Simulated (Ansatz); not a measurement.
**BHSCl (SMILES S[B]Cl) at UBCCD(T)/STO-3G**

Aim: the vertical doublet–quartet gap of BHSCl at UBCCD(T)/STO-3G, from 2 runs. 

The results are computed with Ansatz 0.2.0.

75 further runs of the same task are left out: 2 that didn't finish, 73 set aside as unsound or not needed.

## (1) The system as given

BHSCl: 4 atoms, total charge 0, spin state doublet. As SMILES, `S[B]Cl`. Geometry: relaxed at PBE0-D4/def2-TZVP.

Bond lengths: S1–B2 1.766 Å, B2–Cl3 1.722 Å, S1–H4 1.344 Å. Angles: S1–B2–Cl3 124.8°, B2–S1–H4 96.3°.

## (2) A single-point energy at UBCCD(T)/STO-3G

run.yaml reads:

```yaml
crystal:
  periodic: [false, false, false]
  atoms:
    - symbol: S
      position_ang: [0.566400, -0.789100, 0.531400]
    - symbol: B
      position_ang: [-0.299600, 0.475700, -0.345800]
    - symbol: Cl
      position_ang: [-2.014100, 0.616000, -0.427300]
    - symbol: H
      position_ang: [1.802900, -0.362900, 0.221400]
basis:
  gaussian:
    orbitals: STO-3G
correlation:
  method: bccd_t
  frozen_orbitals: {B: 1, Cl: 5, H: 0, S: 5}
scf:
  omitted_lower_state_checks: [cluster_reference, increment]
accuracy: high
magnetization:
  spin_polarized: true
  initial_magnetization: 1
```

Command:

```
ansatz run run.yaml --threads 1 --pin off --max-ram 2610MiB --events-out events.jsonl --progress --plain --runs-dir runs
```

Standard output, cut to the lines that bear on the results:

```text
Warning: RAYON_NUM_THREADS=1 ignored (pool sized by the plan → 1); use --threads N
Functional definition: HF
  name "HF"
[...]
427 factors; integrals over basis functions are off by at most 1.9e-8 eV
[...]
mean field -23747.48386699 eV, -872.7039354891 hartree, gradient 2.4e-8 eV, S^2 0.757379; 0 other end points of the search recorded, 0 dependent functions left out
11 core orbitals not correlated: weight in the atoms' cores, before any rotation towards them, 1.000 or more for the frozen orbitals, at most 0.000 for the correlated occupied ones
reference -23747.48386699 eV, -872.7039354891 hartree; 9, 8 occupied and 4, 5 virtual orbitals, 427 factors
second order -1.66392111 eV of doubles, -0.00000000 eV of singles
cycle   1  -1.94329462 eV  change   -2.8e-1 eV  update   7.6e-2
[...]
cycle  25  -2.16131135 eV  change   2.8e-10 eV  update  6.1e-10
perturbative correction -0.10291554 eV, -0.0037820765 hartree
Total energy: -23749.74809388 eV, -872.7871442927 hartree
Checks for a lower state left out: cluster_reference, increment
```

Run time: 0.42 s. Hardware: 1 thread of Arm Neoverse V1, shared host.

## (3) The quartet, same level

run.yaml reads:

```yaml
crystal:
  periodic: [false, false, false]
  atoms:
    - {symbol: S, position_ang: [0.566400, -0.789100, 0.531400]}
    - {symbol: B, position_ang: [-0.299600, 0.475700, -0.345800]}
    - {symbol: Cl, position_ang: [-2.014100, 0.616000, -0.427300]}
    - {symbol: H, position_ang: [1.802900, -0.362900, 0.221400]}
basis:
  gaussian: {orbitals: STO-3G}
magnetization: {spin_polarized: true, initial_magnetization: 3}
correlation: {method: bccd_t, frozen_orbitals: {B: 1, Cl: 5, H: 0, S: 5}}
accuracy: high
scf: {omitted_lower_state_checks: [cluster_reference, increment]}
```

Command:

```
ansatz run run.yaml --threads 1 --pin off --max-ram 2610MiB --events-out events.jsonl --progress --plain --runs-dir runs
```

Standard output, cut to the lines that bear on the results:

```text
Warning: RAYON_NUM_THREADS=1 ignored (pool sized by the plan → 1); use --threads N
[... 2 set-up lines as earlier in the session ...]
[...]
427 factors; integrals over basis functions are off by at most 1.9e-8 eV
[...]
mean field -23742.79623070 eV, -872.5316680331 hartree, gradient 7.8e-8 eV, S^2 3.758433; 0 other end points of the search recorded, 0 dependent functions left out
11 core orbitals not correlated: weight in the atoms' cores, before any rotation towards them, 1.000 or more for the frozen orbitals, at most 0.000 for the correlated occupied ones
reference -23742.79623070 eV, -872.5316680331 hartree; 10, 7 occupied and 3, 6 virtual orbitals, 427 factors
second order -0.97491659 eV of doubles, -0.00000000 eV of singles
cycle   1  -1.24062115 eV  change   -2.7e-1 eV  update   5.0e-2
[...]
cycle  25  -1.42242295 eV  change   -1.5e-9 eV  update   2.0e-9
perturbative correction -0.02350568 eV, -0.0008638180 hartree
Total energy: -23744.24215934 eV, -872.5848049302 hartree
Checks for a lower state left out: cluster_reference, increment
```

Run time: 0.42 s. Hardware: 1 thread of Arm Neoverse V1, shared host.

## (4) Results

Level: UBCCD(T)/STO-3G, 11 core orbitals frozen.

```
                                             quantity          value
                                doublet: total energy  -872.78714 Eh
doublet: correlation energy (11 core orbitals frozen)      -83.2 mEh
                              doublet: (T) correction      -3.78 mEh
           doublet: ⟨S²⟩ of the reference determinant          0.757
                                quartet: total energy  -872.58480 Eh
quartet: correlation energy (11 core orbitals frozen)      -53.1 mEh
                              quartet: (T) correction      -0.86 mEh
           quartet: ⟨S²⟩ of the reference determinant          3.758
     vertical energy of the quartet above the doublet       5.506 eV
```

At this shape the quartet lies 5.51 eV (127 kcal/mol) above the doublet. In a minimal basis such a difference can be off by several eV, whatever the method. The triples (doublet) make up 4.5 % of the correlation energy. The triples (quartet) make up 1.6 % of the correlation energy.
